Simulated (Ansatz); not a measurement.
# CH2NOP: a ladder of functionals and wavefunction methods

An exercise on one series of results from a longer session: the logs are not shown, and one member is left open.

Program: Ansatz 0.2.0, Gaussian basis. Level of theory: functionals in def2-TZVPP, the program's frozen cores in correlated methods. These are calculated values, not measurements.

The runs, in order: LDA (SPW92), PBE-D4, revPBE-D4, BLYP-D4, r2SCAN-D4, B97M-V, PBE0-D4, B3LYP-D4, r2SCANh-D4, r2SCAN0-D4, HSE06-D4, BHLYP-D4, CAM-B3LYP-D4, LC-ωPBE, ωB97X-V, ωB97M-V, B2PLYP, PBE-QIDH; CCSD(T)/def2-SVP; CCSD(T)/def2-TZVPP; MP2/def2-QZVPP; extrapolation to the limit; RPA on PBE.

**The geometry**

The geometry comes from an earlier relaxation with PBE0-D4 in a triple-zeta def2 set; it is a stationary point.

SMILES `O=C=NP`, 6 atoms, charge 0, spin multiplicity 1.

Atoms are counted from 1 here; the program's logs count them from 0.

Bond lengths: O1–C2 1.165 Å, C2–N3 1.198 Å, N3–P4 1.702 Å, P4–H5 1.422 Å, P4–H6 1.422 Å. Angles: O1–C2–N3 175.4°, C2–N3–P4 142.6°, N3–P4–H5 97.2°, N3–P4–H6 97.2°, H5–P4–H6 92.0°.

The first run:

Contents of in.yaml:

```yaml
crystal:
  periodic: [false, false, false]
  atoms:
    - {symbol: O, position_ang: [1.232669, -2.073979, 1.254807]}
    - {symbol: C, position_ang: [0.766618, -1.160338, 0.703122]}
    - {symbol: N, position_ang: [0.376902, -0.185941, 0.124449]}
    - {symbol: P, position_ang: [-1.036554, 0.580446, -0.432358]}
    - {symbol: H, position_ang: [-0.568142, 0.890842, -1.738134]}
    - {symbol: H, position_ang: [-0.729492, 1.884870, 0.042013]}
basis:
  gaussian: {orbitals: def2-TZVPP}
hamiltonian: {xc: lda}
output: {orbitals: {seedname: orbitals}}
```

Among the steps run: LDA; PBE-D4 (GGA); revPBE-D4 (GGA); BLYP-D4 (GGA); r2SCAN-D4 (meta-GGA); B97M-V (meta-GGA); PBE0-D4 (hybrid); B3LYP-D4 (hybrid); r2SCANh-D4 (hybrid); r2SCAN0-D4 (hybrid); HSE06-D4 (hybrid); BHLYP-D4 (hybrid); CAM-B3LYP-D4 (range-separated); LC-ωPBE (range-separated); ωB97X-V (range-separated); ωB97M-V (range-separated); B2PLYP (double hybrid); PBE-QIDH (double hybrid).

One table of the session follows, with a row left open; its other results are not shown here.

It belongs to the step «Orbital energies across the functionals». 

```
  functional  HOMO (eV)  gap (eV)
 LDA (SPW92)      -6.46      4.86
      PBE-D4      -6.34      4.94
   revPBE-D4      -6.29      4.98
     BLYP-D4      -6.22      4.96
   r2SCAN-D4      -6.57      5.46
      B97M-V      -6.64      5.53
     PBE0-D4      -7.52      7.09
    B3LYP-D4      -7.33      6.66
  r2SCANh-D4      -7.01      6.24
  r2SCAN0-D4      -7.68      7.42
    HSE06-D4      -7.13      6.31
    BHLYP-D4      -8.62      9.18
CAM-B3LYP-D4          ?         ?
     LC-ωPBE     -10.13     12.04
     ωB97X-V      -9.78     11.55
     ωB97M-V      -9.65     11.18
```

Estimate the missing values for CAM-B3LYP-D4.

As computed: HOMO (eV): -8.83; gap (eV): 9.50. In the column «HOMO (eV)» it lies between ωB97M-V (-9.65) and BHLYP-D4 (-8.62).
